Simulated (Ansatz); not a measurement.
# Worked example: vertical ionisation energy of C5H6 (2-methyl-1-buten-3-yne)

The species is C5H6 (11 atoms), meant as a singlet with charge 0. SMILES: `C#CC(=C)C`. The coordinates come from a PBE0-D4/def2-TZVP relaxation.

Both states at this one shape; open shells run unrestricted unless said. 1 Eh = 27.2114 eV.

| level | program | singlet C5H6 (Eh) | doublet [C5H6]+ (Eh) | HOMO of the first (eV) |
| --- | --- | --- | --- | --- |
| CAM-B3LYP/def2-SVP | Ansatz | -193.788689 | -193.454775 | -8.15 |
| PBE-QIDH/def2-SVP, 5 core orbitals frozen | Ansatz | -193.585199 | -193.245966 | -8.55 |

Q: Work out the vertical ionisation energy at each level.

A: 
1. CAM-B3LYP/def2-SVP: -193.454775 − (-193.788689) = 0.333914 Eh = 9.09 eV; −ε(HOMO) = 8.15 eV.
2. PBE-QIDH/def2-SVP: -193.245966 − (-193.585199) = 0.339233 Eh = 9.23 eV; −ε(HOMO) = 8.55 eV.

No measured value is set beside it here; the levels span 9.09 to 9.23 eV.
